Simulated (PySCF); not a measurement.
# CF⁺ at other levels of theory

Starting from one script, swap the method and compare what comes out for CF⁺.

Computed with PySCF 2.14.0. Level: each script names its method and basis.

2 further runs of the same task are left out: 2 that didn't finish.

**1. The starting structure**

CF⁺: 2 atoms, charge 1, spin multiplicity 1.

Bond lengths: C1–F2 1.346 Å.

**2. Base script**

The input, input.py:

```python
from pyscf import gto, scf

mol = gto.M(
    atom='C 0 0 0; F 0 0 1.346',
    basis='x2c-svpall',
    charge=1,
    spin=0,
    verbose=3,
)
mf = scf.RHF(mol)
mf = mf.sfx2c1e()
mf.kernel()
mf.analyze()
print('orbital energies (hartree):', mf.mo_energy[..., max(0, mol.nelec[1]-3):mol.nelec[0]+3].round(4))
```

Command:

```sh
OMP_NUM_THREADS=1 python input.py
```

**3. CCSD(T)**

Variant 1 changes step after the SCF: analyze → ccsd(t).

The input, input.py:

```python
from pyscf import gto, scf, cc

mol = gto.M(
    atom='C 0 0 0; F 0 0 1.346',
    basis='x2c-svpall',
    charge=1,
    spin=0,
    verbose=3,
)
mf = scf.RHF(mol)
mf = mf.sfx2c1e()
mf.kernel()
mycc = cc.CCSD(mf)
mycc.kernel()
mycc.ccsd_t()
mf.dip_moment()
print('orbital energies (hartree):', mf.mo_energy[..., max(0, mol.nelec[1]-3):mol.nelec[0]+3].round(4))
```

**4. Mn15 (RKS)**

Variant 2 changes functional: none (Hartree–Fock) → mn15; SCF type: RHF → RKS.

Edit input.py of step 2 so:

```diff
@@ -1,2 +1,2 @@
-from pyscf import gto, scf
+from pyscf import gto, dft
 
@@ -9,3 +9,3 @@
 )
-mf = scf.RHF(mol)
+mf = dft.RKS(mol, xc='mn15')
 mf = mf.sfx2c1e()
```

**5. CISD**

Variant 3 changes step after the SCF: analyze → cisd; frozen orbitals: none → 2.

The input, input.py:

```python
from pyscf import gto, scf, ci

mol = gto.M(
    atom='C 0 0 0; F 0 0 1.346',
    basis='x2c-svpall',
    charge=1,
    spin=0,
    verbose=3,
)
mf = scf.RHF(mol)
mf = mf.sfx2c1e()
mf.kernel()
ci.CISD(mf, frozen=2).kernel()
mf.dip_moment()
print('orbital energies (hartree):', mf.mo_energy[..., max(0, mol.nelec[1]-3):mol.nelec[0]+3].round(4))
```

**6. CASCI**

Variant 4 changes step after the SCF: analyze → casci; active space: none → 6 electrons in 6 orbitals.

The input, input.py:

```python
from pyscf import gto, scf, mcscf

mol = gto.M(
    atom='C 0 0 0; F 0 0 1.346',
    basis='x2c-svpall',
    charge=1,
    spin=0,
    verbose=3,
)
mf = scf.RHF(mol)
mf = mf.sfx2c1e()
mf.kernel()
mc = mcscf.CASCI(mf, 6, 6)
mc.kernel()
mc.analyze()
mf.dip_moment()
print('orbital energies (hartree):', mf.mo_energy[..., max(0, mol.nelec[1]-3):mol.nelec[0]+3].round(4))
```

**Question.** What will these runs give? Wanted: for each run, E(SCF); from base; gap; after the SCF.

As calculated:

```tsv
run	E(SCF) (hartree)	from base (eV)	gap (eV)	after the SCF
base	-136.772572	0	17.76	n/a
CCSD(T)	-136.772572	0.0000	17.76	CCSD(T) correlation -8.729 eV
mn15 (RKS)	-137.287621	not comparable	10.28	n/a
CISD	-136.772572	0.0000	17.76	CISD correlation -7.734 eV, core frozen
CASCI	-136.772572	0.0000	17.76	CASCI correlation -1.371 eV
```

What this shows: A lower total energy from another functional means nothing by itself.
